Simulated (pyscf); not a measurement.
PySCF, gas phase, ωB97X-D3(BJ)/def2-SVP geometries.

**Question.** H₂S + HS–Zn–SeH → HS–Zn–SH + H₂Se
Surface: singlet. Broken: H–S, Se–Zn. Formed: S–Zn, H–Se. Give ΔE‡ and ΔE from PBE/def2-TZVP, relative to the separated reactants.

**Answer.** ΔE‡ = 2.9 kcal/mol, ΔE = +3.6 kcal/mol. ωB97M-D3(BJ)/def2-TZVP gives 9.4 kcal/mol and +3.8 kcal/mol. Zero-point energy shifts the barrier by -0.3 kcal/mol. It is a four-centre exchange, with an imaginary mode of 907i cm⁻¹. On the reactant side the descent ends in an adduct with a S–Zn contact, 9.7 kcal/mol under the separated species and 15.4 kcal/mol under the saddle at ωB97X-D3(BJ)/def2-TZVP. On the product side the descent ends in an adduct with a Se–Zn contact, 11.6 kcal/mol under the separated species and 12.2 kcal/mol under the saddle at ωB97X-D3(BJ)/def2-TZVP. At PBE the saddle lies under the separated products, which points to a path from their complex (located at ωB97X-D3(BJ) alone), and parting the products costs more than the saddle. What is counted as formed (S–Zn) is already present as a longer contact in the reactant adduct; forming that adduct is a step of its own. What is counted as broken (Se–Zn) persists as a longer contact in the product adduct; parting that adduct is a step of its own. At ωB97X-D3(BJ) the barrier from the zero used here is 5.7 kcal/mol. One saddle was located; it need not be the lowest between these sides. Elements up to Kr have no core potential and no relativistic terms here.
